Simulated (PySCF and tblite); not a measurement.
Values are calculated unless marked as measured or tabulated.
thietane 1-oxide, C₃H₆OS, numbered as in [O:1]=[S:2]1[CH2:3][CH2:4][CH2:5]1.

Classical Langevin dynamics with GFN2-xTB (tblite), gas phase: time step 1.5 fs, H mass 4 u, friction 0.005 fs⁻¹, 400 steps to settle and 8000 to sample, one trajectory a temperature from the lowest conformer.

GIAO shieldings at PBE0/pcSseg-1 (PySCF) on 8 frames a temperature; like atoms are averaged, and of two unlike H on one atom a is the less shielded at the minimum.

How far do thermal motions move the shieldings from their values at the minimum?


| signal | σ at minimum (ppm) | Δσ, 150 K | Δσ, 300 K | Δσ, 600 K |
| --- | --- | --- | --- | --- |
| O1 | 198.8 | -1.8 ± 3.0 | -2.7 ± 5.9 | -20.2 ± 9.1 |
| S2 | 148.8 | -13.2 ± 7.6 | -18.3 ± 5.0 | -40.4 ± 15.8 |
| C3/C5 | 128.5 | 3.5 ± 1.0 | 2.8 ± 2.1 | -1.6 ± 2.8 |
| C4 | 173.6 | -2.9 ± 1.4 | -5.3 ± 1.2 | -5.1 ± 1.8 |
| H3b/H5b | 28.74 | 0.05 ± 0.14 | -0.12 ± 0.19 | -0.06 ± 0.34 |
| H3a/H5a | 28.34 | -0.01 ± 0.09 | -0.22 ± 0.16 | -0.43 ± 0.38 |
| H4b | 29.57 | -0.43 ± 0.23 | -0.77 ± 0.19 | -0.29 ± 0.30 |
| H4a | 29.35 | -0.56 ± 0.24 | -0.66 ± 0.28 | -0.88 ± 0.29 |

Errors are standard errors over frames. Zero-point motion is missing, and a reference compound would move too.

What do the single frames at 600 K give for C4?


```csv
t (fs),"V above the minimum, tight binding (kcal/mol)","E above it, DFT (kcal/mol)",torsions (°),σ (ppm)
1350,21.8,21.1,none,169.8
2850,17.5,20.1,none,172.6
4350,14.5,18.8,none,173.4
5850,10.3,9.5,none,160.0
7350,24.1,28.3,none,167.3
8850,15.7,19.3,none,165.5
10350,16.9,13.3,none,174.8
11850,20.8,22.2,none,164.4
```

How does the lowest singlet excitation (PBE0/def2-SVPD) spread?

5.35 eV at the minimum; 5.15 eV with a spread of 0.09 eV at 150 K; 5.17 eV with a spread of 0.10 eV at 300 K; 4.95 eV with a spread of 0.28 eV at 600 K.

Changes within two standard errors are not significant.

The study took 8.4 min on 1 thread of Arm Neoverse V1, on a host shared with other jobs (rough), peak memory 0.7 GiB, launched as `OMP_NUM_THREADS=1 python ens_run.py task.json out`.
